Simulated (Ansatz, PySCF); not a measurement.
Molecule: C2H5O (charge -1, singlet). It need not be the lowest isomer of its formula. Whether it binds its extra electron was not tested at this geometry. 
Geometry from a B3LYP-D3(BJ)/def2-TZVP (Ansatz, a quantum-chemistry and plane-wave program) optimisation:
SMILES: [O-]CC
```xyz
8

C      1.1292    -0.3941    -0.0016
C     -0.1414     0.5124    -0.0027
O     -1.2821    -0.1555     0.0056
H      0.0214     1.2188     0.8811
H      0.0149     1.2077    -0.8962
H      2.0652     0.1899    -0.0087
H      1.1175    -1.0358     0.8871
H      1.1111    -1.0467    -0.8822
```
Charge -1, spin multiplicity 1.

Total electronic energies in hartree. Cores are frozen in the correlated levels unless marked. Spin-orbit coupling is left out. No relativistic terms. Basis-set limits of correlation are two-point, X^-3; Hartree-Fock from the larger set. [CCSD(T)-MP2]/basis is that difference in the basis named.

```json
[
 {"level": "HF/cc-pwCVTZ", "program": "Ansatz", "energy (Eh)": "-153.50167"},
 {"level": "HF-D4/def2-TZVPD", "program": "PySCF + dftd4", "energy (Eh)": "-153.53264"},
 {"level": "RI-HF/cc-pVQZ", "program": "Ansatz", "energy (Eh)": "-153.51692"},
 {"level": "BLYP/def2-TZVPD", "program": "Ansatz", "energy (Eh)": "-154.43718"},
 {"level": "revPBE/def2-TZVPD", "program": "Ansatz", "energy (Eh)": "-154.44576"},
 {"level": "BP86-D3(BJ)/def2-TZVPD", "program": "PySCF + dftd3", "energy (Eh)": "-154.50261"},
 {"level": "BP86/def2-TZVPD", "program": "PySCF", "energy (Eh)": "-154.49733"},
 {"level": "TPSS/def2-TZVPD", "program": "PySCF", "energy (Eh)": "-154.51388"},
 {"level": "M06-L/def2-TZVPD", "program": "PySCF", "energy (Eh)": "-154.45912"},
 {"level": "B3LYP-D4/def2-TZVPD", "program": "Ansatz + dftd4", "energy (Eh)": "-154.50548"},
 {"level": "PBE0/def2-TZVP", "program": "Ansatz", "energy (Eh)": "-154.29867"},
 {"level": "PBE0/def2-QZVPP", "program": "Ansatz", "energy (Eh)": "-154.31378"},
 {"level": "BHLYP-D4/def2-TZVPD", "program": "Ansatz + dftd4", "energy (Eh)": "-154.39467"},
 {"level": "r2SCANh/def2-TZVPD", "program": "Ansatz", "energy (Eh)": "-154.38947"},
 {"level": "B2GP-PLYP-D3(BJ)/def2-TZVPD", "program": "Ansatz + dftd3", "energy (Eh)": "-154.32916"},
 {"level": "PBE-QIDH/def2-TZVPD", "program": "Ansatz", "energy (Eh)": "-154.27860"},
 {"level": "MP2/aug-cc-pVTZ", "program": "Ansatz", "energy (Eh)": "-154.14436"},
 {"level": "RI-MP2/cc-pVTZ", "program": "Ansatz", "energy (Eh)": "-154.11515"},
 {"level": "SCS-MP2/6-31G", "program": "Ansatz", "energy (Eh)": "-153.67895"},
 {"level": "SCS-MP2/aug-cc-pVDZ", "program": "Ansatz", "energy (Eh)": "-153.99484"},
 {"level": "CCSD/cc-pwCVTZ", "program": "Ansatz", "energy (Eh)": "-154.14620"},
 {"level": "CCSD(T)/cc-pVDZ", "program": "PySCF", "energy (Eh)": "-153.97743"},
 {"level": "RI-MP2/CBS(aug-cc-pVTZ,aug-cc-pVQZ)+[CCSD(T)-MP2]/aug-cc-pVTZ", "program": "Ansatz", "energy (Eh)": "-154.2625"}
]
```

Totals of different functionals don't rank their quality; only differences between species are comparable.
